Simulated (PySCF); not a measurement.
# Peak assignment

Bonds (- single, = double, # triple, : aromatic): C1=C2 1.328 Å, C2-C3 1.411 Å, C3#C4 1.203 Å, C4-C5 1.445 Å. C1 carries H6, H7; C2 carries H8; C5 carries H9, H10, H11. H6 is cis to C3; H7 is trans to C3.

How the numbers were obtained: GFN2-xTB geometry, J: B3LYP/pcJ-1 (without the spin–dipole term), σ from GIAO-PBE0/pcSseg-1, in PySCF 2.14.0 with density-fitted response routines (no solvent, non-relativistic, one conformer, rapidly exchanging positions averaged).

Scale: ¹³C (σ = 186.93 ppm), ¹H (σ = 31.72 ppm) against TMS (reference shieldings calculated alike).

Problem. Assign these signals to the numbered atoms. ¹³C{¹H} NMR (computed): δ 134.0 (CH2), 125.9 (CH), 97.7 (C), 85.7 (C), 5.8 (CH3).

Solution. 
| δ (ppm) | atoms | environment | reason |
| --- | --- | --- | --- |
| 134.0 | C1 | terminal =CH2 carbon | the olefinic region |
| 125.9 | C2 | alkene CH | an sp2 carbon of a C=C bond |
| 97.7 | C4 | alkyne carbon | sp carbons lie upfield of alkene carbons because the cylindrical π system leaves one tensor component strongly shielded |
| 85.7 | C3 | alkyne carbon | – |
| 5.8 | C5 | propargylic methyl carbon | a saturated carbon with 1 carbon neighbour and no heteroatom attached |

Problem. Assign these signals to the numbered atoms. ¹H NMR (500 MHz, computed): δ 6.03 (m, 1H), 5.91 (m, 1H), 5.68 (m, 1H), 2.18 (m, 3H).

Solution. 
```tsv
δ (ppm)	atoms	environment	reason
6.03	H8	hydrogen on an alkene CH	a vinylic proton, deshielded by the sp2 carbon and the C=C anisotropy
5.91	H6	hydrogen on a terminal =CH2 carbon	attached to an sp2 carbon and in the plane of the double bond
5.68	H7	hydrogen on a terminal =CH2 carbon	–
2.18	H9/H10/H11	hydrogen on a propargylic methyl carbon	–
```

H8 and H6 lie closer than the usual error of such a calculation, so a measured spectrum could show them in the other order.

Multiplet labels drop couplings under 1 Hz and merge nearly equal ones. Unscaled 3J(H,H) at this level run about 10 % above measured values. Shifts are as computed. Against solution values, carbons near 30 ppm lie about +3 ppm off and those near 130 ppm about +5 ppm. Of 1211 compounds with measured shifts, 218 miss one by over three times the rms of a fit or turn the order of signals round; such compounds aren't used in these exercises.
